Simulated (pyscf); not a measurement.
This saddle point was located with ωB97X-D3(BJ)/def2-SVP in PySCF.

```
Si
O 1 1.7217
Si 2 1.6926 1 92.34
O 3 1.6633 2 90.04 1 0.34
H 1 1.4795 2 126.48 3 -99.50
H 3 1.4872 4 115.34 1 -116.66
H 3 1.4902 6 109.32 2 -126.18
F 1 1.8081 5 90.83 4 -177.75
H 1 1.5512 5 120.49 8 77.50
C 9 1.9295 1 101.47 5 -124.00
F 10 1.2892 9 83.92 1 -112.02
H 10 1.0909 11 112.42 9 -133.26
H 10 1.0918 12 123.12 11 146.60
```

Surface: singlet, charge 0. Lowest wavenumbers (cm⁻¹): 647i, 34, 79, 127, 178.

### Question
What reaction is this the transition state of?

### Answer
`[O]1[SiH2][O][SiH2]1` + `[F][CH2][F]` ⇌ `[F][SiH]1[O][SiH2][O]1` + `[CH3][F]`, a four-centre exchange read from left to right: H–Si, C–F broken and F–Si, C–H formed. At ωB97M-D3(BJ)/def2-TZVP it lies +2.52 eV from the left side and +4.67 eV from the right (each side as separated species at their lowest minima found). On the reactant side the descent ends in an adduct with a Si–Si contact (not fully relaxed), 0.19 eV under the separated species and 2.79 eV under the saddle at ωB97X-D3(BJ)/def2-TZVP. On the product side the descent ends in an adduct with a Si–Si contact (not fully relaxed), 0.11 eV under the separated species and 4.82 eV under the saddle at ωB97X-D3(BJ)/def2-TZVP. cyclic H₄O₂Si₂ (SMILES O1[SiH2]O[SiH2]1) is closed by a dative Si–Si contact. cyclic H₃FO₂Si₂ (SMILES F[SiH]1O[SiH2]O1) is closed by a dative Si–Si contact. One saddle was located; it need not be the lowest between these sides.
